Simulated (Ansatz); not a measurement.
# BH₆NO (built from SMILES BN.O): a reaction path by the nudged elastic band

Aim: the minimum-energy path between two given structures and its highest point. Both ends were relaxed at PBE0-D4 in triple zeta.

Program: Ansatz 0.2.0, Gaussian basis. Level of theory: PBE0-D4/def2-SVP. These are calculated values, not measurements.

23 further runs of the same task are left out: 1 that didn't finish, 22 set aside as unsound or not needed.

**1. The system as given**

The first end: 9 atoms, charge 0, spin multiplicity 1.

Atoms are counted from 1 here; the program's logs count them from 0.

Bond lengths: B1–N2 1.382 Å, B1–H3 1.198 Å, B1–H4 1.201 Å, N2–H7 1.012 Å, N2–H8 1.006 Å, H5–O6 0.961 Å, O6–H9 0.961 Å. Angles: N2–B1–H3 119.9°, N2–B1–H4 118.8°, H3–B1–H4 121.3°, B1–N2–H7 122.5°, B1–N2–H8 122.9°, H7–N2–H8 114.6°, H5–O6–H9 105.0°.

As a file:

```xyz
9

B    -1.1047   -0.3205    1.0046
N    -0.5309    0.8098    0.4552
H    -1.9936   -0.2124    1.8009
H    -0.6955   -1.3983    0.6685
H     1.1317   -0.6767   -2.0254
O     1.6350   -0.0721   -1.4739
H     0.2213    0.7646   -0.2204
H    -0.8250    1.7420    0.6922
H     2.1616   -0.6363   -0.9017
```

The second end:

```mol
BH6NO
  3D, bonds by distance, orders not assigned

  9  8  0  0  0  0  0  0  0  0999 V2000
   -0.3383   -0.6285   -0.0754 B   0  0
   -0.0226    0.9799    0.2917 N   0  0
   -1.4758   -0.5694   -0.5079 H   0  0
   -0.2487   -1.1969    1.0005 H   0  0
   -0.0218    1.5075   -0.5761 H   0  0
    0.6401   -0.9820   -1.0632 O   0  0
    0.8895    1.0879    0.7243 H   0  0
   -0.7286    1.3668    0.9097 H   0  0
    1.3063   -1.5652   -0.7036 H   0  0
  1  2  8  0
  1  3  8  0
  1  4  8  0
  1  6  8  0
  2  5  8  0
  2  7  8  0
  2  8  8  0
  6  9  8  0
M  END
```

**2. The band at PBE0-D4/def2-SVP**

neb/in.yaml reads:

```yaml
crystal:
  periodic: [false, false, false]
  atoms:
    - {symbol: B, position_ang: [-1.104663, -0.320525, 1.004593]}
    - {symbol: N, position_ang: [-0.530884, 0.809788, 0.455199]}
    - {symbol: H, position_ang: [-1.993588, -0.212376, 1.800943]}
    - {symbol: H, position_ang: [-0.695489, -1.398286, 0.668546]}
    - {symbol: H, position_ang: [1.131677, -0.676702, -2.025396]}
    - {symbol: O, position_ang: [1.635033, -0.072101, -1.473871]}
    - {symbol: H, position_ang: [0.221347, 0.764614, -0.220397]}
    - {symbol: H, position_ang: [-0.824972, 1.742019, 0.692184]}
    - {symbol: H, position_ang: [2.161640, -0.636331, -0.901700]}
basis:
  gaussian: {orbitals: def2-SVP}
hamiltonian: {xc: pbe0, dispersion: d4}
neb:
  images: 5
  climbing: true
  max_iterations: 40
  initial_path: idpp
  final_atoms:
    - {symbol: B, position_ang: [-0.338301, -0.628466, -0.075363]}
    - {symbol: N, position_ang: [-0.022553, 0.979870, 0.291689]}
    - {symbol: H, position_ang: [-1.475751, -0.569407, -0.507853]}
    - {symbol: H, position_ang: [-0.248677, -1.196922, 1.000541]}
    - {symbol: H, position_ang: [-0.021836, 1.507458, -0.576110]}
    - {symbol: O, position_ang: [0.640073, -0.981987, -1.063220]}
    - {symbol: H, position_ang: [0.889456, 1.087915, 0.724280]}
    - {symbol: H, position_ang: [-0.728636, 1.366790, 0.909687]}
    - {symbol: H, position_ang: [1.306325, -1.565152, -0.703551]}
```

On the command line:

```bash
ansatz run in.yaml --threads 2 --pin off --events-out ev --progress --plain --max-ram 4352MiB
```

What does the calculation give? Wanted: from earlier runs: barrier over the separately found saddle, CCSD(T)/def2-TZVPP.

**Answer**, as computed:

| quantity | value |
| --- | --- |
| PBE0-D4/def2-SVP, 21 iterations | highest 40.3 kJ/mol (image 4), last end -46.8 kJ/mol |
| from earlier runs: barrier over the separately found saddle, CCSD(T)/def2-TZVPP | 73.1 kJ/mol |

What this shows: The highest image lies 40.3 kJ/mol above the first end, and it climbed, so it estimates the saddle. The ends are not quite minima at this level (largest force component 0.36 eV/Å), so the heights are unreliable: relaxing the first end would lower it and raise the barrier above it. The highest image is 32.8 kJ/mol below the CCSD(T) barrier in triple zeta, which comes from separate runs on the saddle.
